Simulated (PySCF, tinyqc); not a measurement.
Worked calculation: RHF in the sto-3g basis, for LiH, spin multiplicity 1. The lowest restricted solution is unstable here: a spin-polarised one lies 0.0063 hartree lower (PySCF). Computed by tinyqc, a small Python program that keeps every step (integrals from PySCF). Settings: charge = 0, multiplicity = 1, basis = sto-3g, energy threshold = 1e-10, iteration cap = 60, orthogonalisation = symmetric, start = highest core orbitals, DIIS depth = 0, method = RHF. Command: `OMP_NUM_THREADS=1 python tinyqc.py 24152 24153 out.jsonl` (the two numbers bound the seeds that draw the settings). One thread of a shared host (Intel(R) Xeon(R) Processor @ 2.60GHz), about 0.07 s of CPU time with the checks. Later iterations appear only in the table of the cycle.

## One-electron integrals

Geometry (angstrom):
```
atom       x       y       z
Li    0.0000  0.0000  0.0000
H     0.0000  0.0000  2.2230
```

Basis sto-3g: exponents (1/bohr^2) and contraction coefficients of normalised primitives:
```
element  l (shell)  exponent  coefficient
Li           s (1)   16.1196       0.1543
Li           s (1)    2.9362       0.5353
Li           s (1)    0.7947       0.4446
Li           s (2)    0.6363      -0.1000
Li           s (2)    0.1479       0.3995
Li           s (2)    0.0481       0.7001
Li           p (3)    0.6363       0.1559
Li           p (3)    0.1479       0.6077
Li           p (3)    0.0481       0.3920
H            s (1)    3.4253       0.1543
H            s (1)    0.6239       0.5353
H            s (1)    0.1689       0.4446
```

Overlap, kinetic and nuclear-attraction integrals over the contracted functions; the nuclear repulsion is the sum of Za Zb / Rab.

nuclear repulsion = 0.714139 hartree

overlap S, lower triangle:
```
         1Li 1s  1Li 2s  1Li 2px  1Li 2py  1Li 2pz   2H 1s
1Li 1s   1.0000
1Li 2s   0.2411  1.0000
1Li 2px  0.0000  0.0000   1.0000
1Li 2py  0.0000  0.0000   0.0000   1.0000
1Li 2pz  0.0000  0.0000   0.0000   0.0000   1.0000
2H 1s    0.0164  0.2503   0.0000   0.0000   0.3648  1.0000
```

kinetic energy T (hartree), lower triangle:
```
          1Li 1s  1Li 2s  1Li 2px  1Li 2py  1Li 2pz   2H 1s
1Li 1s    3.5768
1Li 2s   -0.0202  0.1022
1Li 2px   0.0000  0.0000   0.3197
1Li 2py   0.0000  0.0000   0.0000   0.3197
1Li 2pz   0.0000  0.0000   0.0000   0.0000   0.3197
2H 1s    -0.0068  0.0110   0.0000   0.0000   0.0486  0.7600
```

nuclear attraction V (hartree), lower triangle:
```
          1Li 1s   1Li 2s  1Li 2px  1Li 2py  1Li 2pz    2H 1s
1Li 1s   -8.2209
1Li 2s   -1.0217  -1.4364
1Li 2px   0.0000   0.0000  -1.4050
1Li 2py   0.0000   0.0000   0.0000  -1.4050
1Li 2pz  -0.0083  -0.0866   0.0000   0.0000  -1.4702
2H 1s    -0.0662  -0.3893   0.0000   0.0000  -0.5734  -1.9407
```

core Hamiltonian H = T + V (hartree), lower triangle:
```
          1Li 1s   1Li 2s  1Li 2px  1Li 2py  1Li 2pz    2H 1s
1Li 1s   -4.6441
1Li 2s   -1.0420  -1.3342
1Li 2px   0.0000   0.0000  -1.0853
1Li 2py   0.0000   0.0000   0.0000  -1.0853
1Li 2pz  -0.0083  -0.0866   0.0000   0.0000  -1.1505
2H 1s    -0.0730  -0.3783   0.0000   0.0000  -0.5248  -1.1806
```

## Two-electron integrals

Functions are numbered as in S; the eight-fold symmetry (ij|kl) = (ji|kl) = (kl|ij) leaves the list below.

Two-electron integrals (ij|kl) in chemists' order, unique and non-zero (hartree):
```
(11|11) 1.6804     (21|11) 0.2654     (21|21) 0.0499     (22|11) 0.3977
(22|21) 0.0929     (22|22) 0.2906     (31|31) 0.0090     (32|31) 0.0138
(32|32) 0.0642     (33|11) 0.3966     (33|21) 0.0929     (33|22) 0.2905
(33|33) 0.3129     (41|41) 0.0090     (42|41) 0.0138     (42|42) 0.0642
(43|43) 0.0169     (44|11) 0.3966     (44|21) 0.0929     (44|22) 0.2905
(44|33) 0.2792     (44|44) 0.3129     (51|51) 0.0090     (52|51) 0.0138
(52|52) 0.0642     (53|53) 0.0169     (54|54) 0.0169     (55|11) 0.3966
(55|21) 0.0929     (55|22) 0.2905     (55|33) 0.2792     (55|44) 0.2792
(55|55) 0.3129     (61|11) 0.0171     (61|21) 0.0033     (61|22) 0.0063
(61|33) 0.0062     (61|44) 0.0062     (61|51) 4.35e-04   (61|52) 0.0009
(61|55) 0.0064     (61|61) 2.38e-04   (62|11) 0.0744     (62|21) 0.0177
(62|22) 0.0635     (62|33) 0.0598     (62|44) 0.0598     (62|51) 0.0027
(62|52) 0.0201     (62|55) 0.0710     (62|61) 0.0014     (62|62) 0.0283
(63|31) 0.0010     (63|32) 0.0056     (63|53) 0.0026     (63|63) 0.0014
(64|41) 0.0010     (64|42) 0.0056     (64|54) 0.0026     (64|64) 0.0014
(65|11) 0.1031     (65|21) 0.0247     (65|22) 0.0908     (65|33) 0.0846
(65|44) 0.0846     (65|51) 0.0042     (65|52) 0.0311     (65|55) 0.1032
(65|61) 0.0020     (65|62) 0.0433     (65|65) 0.0664     (66|11) 0.2380
(66|21) 0.0574     (66|22) 0.2261     (66|33) 0.2074     (66|44) 0.2074
(66|51) 0.0083     (66|52) 0.0810     (66|55) 0.2634     (66|61) 0.0046
(66|62) 0.1337     (66|65) 0.2093     (66|66) 0.7746
```

## Orthogonalisation

S = U s U^T; symmetric (Loewdin) form X = U s^(-1/2) U^T, so that X^T S X = 1.

eigenvalues of S: 0.5378  0.8064  1.0000  1.0000  1.1828  1.4730

X, lower triangle:
```
          1Li 1s   1Li 2s  1Li 2px  1Li 2py  1Li 2pz   2H 1s
1Li 1s    1.0234
1Li 2s   -0.1293   1.0521
1Li 2px   0.0000   0.0000   1.0000
1Li 2py   0.0000   0.0000   0.0000   1.0000
1Li 2pz  -0.0058   0.0414   0.0000   0.0000   1.0585
2H 1s     0.0180  -0.1473   0.0000   0.0000  -0.2091  1.0866
```

## Starting guess

The start is the highest orbitals of the core Hamiltonian (a deliberately bad start); D = 2 C_occ C_occ^T.

D at the start, lower triangle:
```
          1Li 1s   1Li 2s  1Li 2px  1Li 2py  1Li 2pz   2H 1s
1Li 1s    0.0021
1Li 2s   -0.0132   0.0833
1Li 2px   0.0000   0.0000   0.3778
1Li 2py   0.0000   0.0000  -0.7829   1.6222
1Li 2pz  -0.0576   0.3627   0.0000   0.0000   1.5795
2H 1s     0.0604  -0.3805   0.0000   0.0000  -1.6574  1.7391
```

## Iteration 1: building the Fock matrix

J_ij = sum D_kl (ij|kl), K_ij = sum D_kl (ik|jl); F = H + J - 0.5 K; E = tr D H + tr D J / 2 - 0.25 tr D K + E_nn.

Coulomb J (hartree), lower triangle:
```
         1Li 1s  1Li 2s  1Li 2px  1Li 2py  1Li 2pz   2H 1s
1Li 1s   1.4668
1Li 2s   0.3441  1.1071
1Li 2px  0.0000  0.0000   1.0704
1Li 2py  0.0000  0.0000  -0.0264   1.1123
1Li 2pz  0.0076  0.0676   0.0000   0.0000   1.1381
2H 1s    0.0238  0.3186   0.0000   0.0000   0.4723  1.4587
```

exchange K (hartree), lower triangle:
```
          1Li 1s   1Li 2s  1Li 2px  1Li 2py  1Li 2pz   2H 1s
1Li 1s    0.0314
1Li 2s    0.0439   0.1880
1Li 2px   0.0000   0.0000   0.1669
1Li 2py   0.0000   0.0000  -0.2318   0.5353
1Li 2pz  -0.0022  -0.0119   0.0000   0.0000   0.2834
2H 1s    -0.0040   0.0372   0.0000   0.0000  -0.0231  0.6935
```

Fock matrix F (hartree), lower triangle:
```
          1Li 1s   1Li 2s  1Li 2px  1Li 2py  1Li 2pz    2H 1s
1Li 1s   -3.1930
1Li 2s   -0.7198  -0.3212
1Li 2px   0.0000   0.0000  -0.0984
1Li 2py   0.0000   0.0000   0.0895  -0.2406
1Li 2pz   0.0003  -0.0131   0.0000   0.0000  -0.1541
2H 1s    -0.0472  -0.0783   0.0000   0.0000  -0.0409  -0.0687
```

total energy of this density = -1.757202 hartree

## Iteration 1: diagonalisation and new density

Diagonalise F' = X^T F X, C = X C', fill 2 alpha and 2 beta electrons from the bottom; D = 2 C_occ C_occ^T. Each column has its largest component positive (the first on a tie).

F' = X^T F X (hartree), lower triangle:
```
         1        2        3        4        5        6
1  -3.1605
2  -0.3163  -0.1930
3   0.0000   0.0000  -0.0984
4   0.0000   0.0000   0.0895  -0.2406
5   0.0001  -0.0085   0.0000   0.0000  -0.1578
6   0.0025  -0.0424   0.0000   0.0000  -0.0013  -0.0511
```

orbital energies (hartree): MO1 -3.1939, MO2 -0.2838, MO3 -0.1778, MO4 -0.1542, MO5 -0.0552, MO6 -0.0364

coefficients C:
```
             MO1      MO2      MO3      MO4     MO5      MO6
1Li 1s    1.0042   0.0000  -0.2030   0.0778  0.0000   0.0933
1Li 2s   -0.0184   0.0000   0.8972  -0.3271  0.0000  -0.4845
1Li 2px   0.0000  -0.4346   0.0000   0.0000  0.9006   0.0000
1Li 2py   0.0000   0.9006   0.0000   0.0000  0.4346   0.0000
1Li 2pz  -0.0013   0.0000   0.3862   0.9888  0.0000  -0.1978
2H 1s     0.0030   0.0000   0.1109  -0.2886  0.0000   1.0728
```

D after iteration 1, lower triangle:
```
          1Li 1s   1Li 2s  1Li 2px  1Li 2py  1Li 2pz   2H 1s
1Li 1s    2.0170
1Li 2s   -0.0369   0.0007
1Li 2px   0.0000   0.0000   0.3778
1Li 2py   0.0000   0.0000  -0.7829   1.6222
1Li 2pz  -0.0026   0.0000   0.0000   0.0000   0.0000
2H 1s     0.0061  -0.0001   0.0000   0.0000   0.0000  0.0000
```

## Iteration 2: building the Fock matrix

As before.

Coulomb J (hartree), lower triangle:
```
         1Li 1s   1Li 2s  1Li 2px  1Li 2py  1Li 2pz   2H 1s
1Li 1s   4.1634
1Li 2s   0.7175   1.3766
1Li 2px  0.0000   0.0000   1.3646
1Li 2py  0.0000   0.0000  -0.0264   1.4066
1Li 2pz  0.0000  -0.0001   0.0000   0.0000   1.3518
2H 1s    0.0466   0.2684   0.0000   0.0000   0.3754  0.8908
```

exchange K (hartree), lower triangle:
```
          1Li 1s   1Li 2s  1Li 2px  1Li 2py  1Li 2pz   2H 1s
1Li 1s    3.3879
1Li 2s    0.5469   0.2226
1Li 2px   0.0000   0.0000   0.1627
1Li 2py   0.0000   0.0000  -0.2318   0.5312
1Li 2pz  -0.0004  -0.0001   0.0000   0.0000   0.0509
2H 1s     0.0348   0.0172   0.0000   0.0000   0.0061  0.0033
```

Fock matrix F (hartree), lower triangle:
```
          1Li 1s   1Li 2s  1Li 2px  1Li 2py  1Li 2pz    2H 1s
1Li 1s   -2.1746
1Li 2s   -0.5979  -0.0689
1Li 2px   0.0000   0.0000   0.1979
1Li 2py   0.0000   0.0000   0.0895   0.0556
1Li 2pz  -0.0082  -0.0866   0.0000   0.0000   0.1759
2H 1s    -0.0438  -0.1184   0.0000   0.0000  -0.1524  -0.2915
```

total energy of this density = -7.175955 hartree

## Iteration 2: diagonalisation and new density

As before.

F' = X^T F X (hartree), lower triangle:
```
         1        2       3       4        5        6
1  -2.1217
2  -0.3533   0.0734
3   0.0000   0.0000  0.1979
4   0.0000   0.0000  0.0895  0.0556
5  -0.0064  -0.0439  0.0000  0.0000   0.2463
6   0.0139  -0.0857  0.0000  0.0000  -0.1494  -0.2354
```

orbital energies (hartree): MO1 -2.1773, MO2 -0.2991, MO3 0.0124, MO4 0.1481, MO5 0.2410, MO6 0.2909

coefficients C:
```
             MO1      MO2      MO3      MO4     MO5      MO6
1Li 1s    0.9909  -0.0487   0.0000  -0.2826  0.0000   0.0178
1Li 2s    0.0357   0.1033   0.0000   1.0644  0.0000  -0.0454
1Li 2px   0.0000   0.0000  -0.4346   0.0000  0.9006   0.0000
1Li 2py   0.0000   0.0000   0.9006   0.0000  0.4346   0.0000
1Li 2pz   0.0064   0.1027   0.0000   0.1470  0.0000   1.0647
2H 1s    -0.0060   0.9288   0.0000  -0.4158  0.0000  -0.4592
```

D after iteration 2, lower triangle:
```
          1Li 1s  1Li 2s  1Li 2px  1Li 2py  1Li 2pz   2H 1s
1Li 1s    1.9685
1Li 2s    0.0608  0.0239
1Li 2px   0.0000  0.0000   0.0000
1Li 2py   0.0000  0.0000   0.0000   0.0000
1Li 2pz   0.0027  0.0217   0.0000   0.0000   0.0212
2H 1s    -0.1024  0.1915   0.0000   0.0000   0.1907  1.7255
```

## Iteration 3: building the Fock matrix

As before.

Coulomb J (hartree), lower triangle:
```
         1Li 1s  1Li 2s  1Li 2px  1Li 2py  1Li 2pz   2H 1s
1Li 1s   3.8331
1Li 2s   0.6473  1.2552
1Li 2px  0.0000  0.0000   1.2167
1Li 2py  0.0000  0.0000   0.0000   1.2167
1Li 2pz  0.0175  0.1620   0.0000   0.0000   1.3253
2H 1s    0.0436  0.4103   0.0000   0.0000   0.6144  1.9567
```

exchange K (hartree), lower triangle:
```
         1Li 1s  1Li 2s  1Li 2px  1Li 2py  1Li 2pz   2H 1s
1Li 1s   3.3399
1Li 2s   0.5520  0.1952
1Li 2px  0.0000  0.0000   0.0267
1Li 2py  0.0000  0.0000   0.0000   0.0267
1Li 2pz  0.0032  0.1205   0.0000   0.0000   0.1925
2H 1s    0.0365  0.3096   0.0000   0.0000   0.4527  1.4713
```

Fock matrix F (hartree), lower triangle:
```
          1Li 1s   1Li 2s  1Li 2px  1Li 2py  1Li 2pz   2H 1s
1Li 1s   -2.4810
1Li 2s   -0.6707  -0.1767
1Li 2px   0.0000   0.0000   0.1181
1Li 2py   0.0000   0.0000   0.0000   0.1181
1Li 2pz   0.0076   0.0151   0.0000   0.0000   0.0786
2H 1s    -0.0477  -0.1228   0.0000   0.0000  -0.1368  0.0404
```

total energy of this density = -7.627428 hartree

## Iteration 3: diagonalisation and new density

As before.

F' = X^T F X (hartree), lower triangle:
```
         1        2       3       4        5       6
1  -2.4252
2  -0.3786  -0.0144
3   0.0000   0.0000  0.1181
4   0.0000   0.0000  0.0000  0.1181
5  -0.0037   0.0676  0.0000  0.0000   0.1535
6   0.0193  -0.1492  0.0000  0.0000  -0.2007  0.1505
```

orbital energies (hartree): MO1 -2.4833, MO2 -0.0916, MO3 0.0220, MO4 0.1181, MO5 0.1181, MO6 0.4173

coefficients C:
```
             MO1      MO2      MO3     MO4      MO5      MO6
1Li 1s    0.9920  -0.1521  -0.2052  0.0000   0.0000   0.1231
1Li 2s    0.0315   0.5220   0.7655  0.0000   0.0000  -0.5362
1Li 2px   0.0000   0.0000   0.0000  0.1373   0.9905   0.0000
1Li 2py   0.0000   0.0000   0.0000  0.9905  -0.1373   0.0000
1Li 2pz  -0.0023   0.3199  -0.6329  0.0000   0.0000  -0.8142
2H 1s    -0.0028   0.5920  -0.1783  0.0000   0.0000   0.9296
```

D after iteration 3, lower triangle:
```
          1Li 1s  1Li 2s  1Li 2px  1Li 2py  1Li 2pz   2H 1s
1Li 1s    2.0144
1Li 2s   -0.0963  0.5470
1Li 2px   0.0000  0.0000   0.0000
1Li 2py   0.0000  0.0000   0.0000   0.0000
1Li 2pz  -0.1018  0.3338   0.0000   0.0000   0.2047
2H 1s    -0.1857  0.6179   0.0000   0.0000   0.3788  0.7009
```

Within a degenerate level the vectors are fixed only up to a rotation; this is one choice.

## Iteration 4: building the Fock matrix

As before.

Coulomb J (hartree), lower triangle:
```
         1Li 1s  1Li 2s  1Li 2px  1Li 2py  1Li 2pz   2H 1s
1Li 1s   3.9631
1Li 2s   0.6745  1.3051
1Li 2px  0.0000  0.0000   1.2782
1Li 2py  0.0000  0.0000   0.0000   1.2782
1Li 2pz  0.0195  0.1449   0.0000   0.0000   1.3521
2H 1s    0.0454  0.3696   0.0000   0.0000   0.5435  1.5633
```

exchange K (hartree), lower triangle:
```
          1Li 1s  1Li 2s  1Li 2px  1Li 2py  1Li 2pz   2H 1s
1Li 1s    3.3612
1Li 2s    0.5479  0.3618
1Li 2px   0.0000  0.0000   0.0635
1Li 2py   0.0000  0.0000   0.0000   0.0635
1Li 2pz  -0.0037  0.2400   0.0000   0.0000   0.2762
2H 1s     0.0353  0.3669   0.0000   0.0000   0.4121  0.9228
```

Fock matrix F (hartree), lower triangle:
```
          1Li 1s   1Li 2s  1Li 2px  1Li 2py  1Li 2pz    2H 1s
1Li 1s   -2.3616
1Li 2s   -0.6414  -0.2100
1Li 2px   0.0000   0.0000   0.1611
1Li 2py   0.0000   0.0000   0.0000   0.1611
1Li 2pz   0.0130  -0.0617   0.0000   0.0000   0.0635
2H 1s    -0.0452  -0.1921   0.0000   0.0000  -0.1874  -0.0787
```

total energy of this density = -7.805000 hartree

## Iteration 4: diagonalisation and new density

As before.

F' = X^T F X (hartree), lower triangle:
```
         1        2       3       4        5       6
1  -2.3083
2  -0.3595  -0.0444
3   0.0000   0.0000  0.1611
4   0.0000   0.0000  0.0000  0.1611
5   0.0106  -0.0008  0.0000  0.0000   0.1482
6   0.0239  -0.1915  0.0000  0.0000  -0.2231  0.0489
```

orbital energies (hartree): MO1 -2.3640, MO2 -0.2346, MO3 0.0711, MO4 0.1611, MO5 0.1611, MO6 0.3720

coefficients C:
```
             MO1      MO2      MO3      MO4     MO5      MO6
1Li 1s    0.9915  -0.1497  -0.2154   0.0000  0.0000   0.1118
1Li 2s    0.0331   0.5088   0.7998   0.0000  0.0000  -0.4973
1Li 2px   0.0000   0.0000   0.0000  -0.4381  0.8989   0.0000
1Li 2py   0.0000   0.0000   0.0000   0.8989  0.4381   0.0000
1Li 2pz  -0.0040   0.3179  -0.5829   0.0000  0.0000  -0.8515
2H 1s    -0.0018   0.6032  -0.2239   0.0000  0.0000   0.9124
```

D after iteration 4, lower triangle:
```
          1Li 1s  1Li 2s  1Li 2px  1Li 2py  1Li 2pz   2H 1s
1Li 1s    2.0111
1Li 2s   -0.0867  0.5200
1Li 2px   0.0000  0.0000   0.0000
1Li 2py   0.0000  0.0000   0.0000   0.0000
1Li 2pz  -0.1031  0.3232   0.0000   0.0000   0.2021
2H 1s    -0.1842  0.6137   0.0000   0.0000   0.3835  0.7277
```

Within a degenerate level the vectors are fixed only up to a rotation; this is one choice.

## Iteration 16 (converged): orbitals

converged F (hartree), lower triangle:
```
          1Li 1s   1Li 2s  1Li 2px  1Li 2py  1Li 2pz    2H 1s
1Li 1s   -2.3661
1Li 2s   -0.6431  -0.2079
1Li 2px   0.0000   0.0000   0.1598
1Li 2py   0.0000   0.0000   0.0000   0.1598
1Li 2pz   0.0139  -0.0595   0.0000   0.0000   0.0618
2H 1s    -0.0454  -0.1904   0.0000   0.0000  -0.1878  -0.0748
```

As before.

F' = X^T F X (hartree), lower triangle:
```
         1        2       3       4        5       6
1  -2.3125
2  -0.3609  -0.0420
3   0.0000   0.0000  0.1598
4   0.0000   0.0000  0.0000  0.1598
5   0.0112   0.0013  0.0000  0.0000   0.1467
6   0.0236  -0.1909  0.0000  0.0000  -0.2242  0.0532
```

orbital energies (hartree): MO1 -2.3686, MO2 -0.2311, MO3 0.0698, MO4 0.1598, MO5 0.1598, MO6 0.3752

coefficients C:
```
             MO1      MO2      MO3      MO4     MO5      MO6
1Li 1s    0.9915  -0.1487  -0.2158   0.0000  0.0000   0.1126
1Li 2s    0.0332   0.5055   0.7995   0.0000  0.0000  -0.5011
1Li 2px   0.0000   0.0000   0.0000  -0.0364  0.9993   0.0000
1Li 2py   0.0000   0.0000   0.0000   0.9993  0.0364   0.0000
1Li 2pz  -0.0044   0.3227  -0.5862   0.0000  0.0000  -0.8474
2H 1s    -0.0017   0.6026  -0.2152   0.0000  0.0000   0.9149
```

D after iteration 16, lower triangle:
```
          1Li 1s  1Li 2s  1Li 2px  1Li 2py  1Li 2pz   2H 1s
1Li 1s    2.0104
1Li 2s   -0.0845  0.5132
1Li 2px   0.0000  0.0000   0.0000
1Li 2py   0.0000  0.0000   0.0000   0.0000
1Li 2pz  -0.1046  0.3259   0.0000   0.0000   0.2083
2H 1s    -0.1826  0.6091   0.0000   0.0000   0.3889  0.7263
```

Within a degenerate level the vectors are fixed only up to a rotation; this is one choice.

## Convergence

Stop when the energy changes by less than 1e-10 hartree and every element of the error matrix X^T (F D S - S D F) X is below 3e-06.

Course of the cycle:
```
iteration  E (hartree)     change  largest element of the error matrix
1            -1.757202          -                             1.11e-01
2            -7.175955  -5.42e+00                             2.34e-01
3            -7.627428  -4.51e-01                             2.76e-01
4            -7.805000  -1.78e-01                             1.16e-02
5            -7.805209  -2.10e-04                             1.54e-03
6            -7.805217  -7.76e-06                             6.28e-04
7            -7.805219  -2.09e-06                             3.45e-04
8            -7.805220  -6.10e-07                             1.86e-04
9            -7.805220  -1.79e-07                             1.01e-04
10           -7.805220  -5.27e-08                             5.50e-05
11           -7.805220  -1.55e-08                             2.98e-05
12           -7.805220  -4.57e-09                             1.62e-05
13           -7.805220  -1.35e-09                             8.79e-06
14           -7.805220  -3.97e-10                             4.77e-06
15           -7.805220  -1.17e-10                             2.59e-06
16           -7.805220  -3.44e-11                             1.41e-06
```

PySCF RHF in the same basis = -7.805220 hartree

Converged in 16 iterations.

## Populations, bond orders and dipole

Mulliken: Z minus the diagonal of D S on the atom; Loewdin: the same with S^(1/2) D S^(1/2); Mayer order: 2 sum_s sum (D(s) S)_ij (D(s) S)_ji over the two atoms.

Charges (e):
```
atom  Mulliken  Loewdin
1Li     0.0176   0.0151
2H     -0.0176  -0.0151
```

Mayer bond orders:
```
pair   order
2-1   0.9997
```

dipole moment about the origin, x y z (debye): 0.0000  0.0000  -5.0992
